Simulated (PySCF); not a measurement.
Compound: C₅H₉N.
Atom-mapped SMILES: `[CH3:1]/[N:2]=[CH:3]/[CH:4]1[CH2:5][CH2:6]1` (hydrogens: H7, H8, H9 on C1; H10 on C3; H11 on C4; H12, H13 on C5; H14, H15 on C6)

Geometry (GFN2-xTB, Å), atoms numbered from 1 in this order:
```
atom  x, y, z in Å
C1     2.768   -0.318    0.027
N2     1.426   -0.793   -0.088
C3     0.459    0.004    0.012
C4    -0.924   -0.458   -0.105
C5    -1.989    0.207    0.730
C6    -1.947    0.452   -0.738
H7     3.251   -0.852    0.847
H8     2.839    0.765    0.204
H9     3.300   -0.571   -0.891
H10    0.591    1.085    0.192
H11   -1.011   -1.521   -0.285
H12   -2.772   -0.416    1.133
H13   -1.683    1.005    1.391
H14   -2.700    0.000   -1.365
H15   -1.613    1.418   -1.086
```

Jobs on this species (15 atoms, 46 electrons) with PySCF (density fitting). Hardware of each: one thread, Arm Neoverse V1 (aarch64) (shared host). The host was shared with other jobs, so the times are rough. Peak memory is the resident size of the whole Python process, interpreter and libraries included.

```json
{"level and settings": "HF/def2-TZVP, energy threshold 1e-07 Eh, damping 0.2 at the start, DIIS from the seventh cycle", "work": "shieldings, ring-centre shieldings, charges and field gradients", "basis functions": "240", "SCF cycles": "?", "wall time": "?", "peak memory": "?"}
{"level and settings": "PBE0/pcSseg-1", "work": "shieldings, ring-centre shieldings, charges and field gradients", "basis functions": "147", "SCF cycles": "?", "wall time": "?", "peak memory": "?"}
{"level and settings": "HSE06/6-31G, energy threshold 1e-06 Eh", "work": "shieldings, ring-centre shieldings", "basis functions": "72", "SCF cycles": "7", "wall time": "9.8 s", "peak memory": "0.64 GiB"}
{"level and settings": "B97-D/3-21G, IEF-PCM water, fitting basis def2-qzvpp-jkfit", "work": "shieldings, ring-centre shieldings", "basis functions": "72", "SCF cycles": "9", "wall time": "5.2 s", "peak memory": "0.64 GiB"}
{"level and settings": "PBE0/def2-SVPD", "work": "6 singlets by full TDDFT, 2 Tamm–Dancoff triplets, polarisability", "basis functions": "192", "SCF cycles": "12", "wall time": "21 s", "peak memory": "0.82 GiB"}
{"level and settings": "B3LYP/def2-SVPD, IEF-PCM dichloromethane, energy threshold 1e-11 Eh", "work": "shieldings, ring-centre shieldings, charges and field gradients", "basis functions": "192", "SCF cycles": "11", "wall time": "23 s", "peak memory": "0.92 GiB"}
{"level and settings": "PBE0/pcSseg-1, start guess sap", "work": "shieldings, ring-centre shieldings, charges and field gradients", "basis functions": "147", "SCF cycles": "13", "wall time": "16 s", "peak memory": "0.86 GiB"}
```

Q: Fill in the missing figures.

A: 
- HF/def2-TZVP, energy threshold 1e-07 Eh, damping 0.2 at the start, DIIS from the seventh cycle; shieldings, ring-centre shieldings, charges and field gradients: 15 s, 1.0 GiB, 11 SCF cycles
- PBE0/pcSseg-1; shieldings, ring-centre shieldings, charges and field gradients: 14 s, 0.75 GiB, 13 SCF cycles

Q: What do all jobs in the table cost together?

A: About 1.7 min; the longest takes about 22 % of that, and about 4.4 times as long as the shortest.

Note: B97-D ran without an empirical dispersion term, which enters the total energy and its gradient alone.
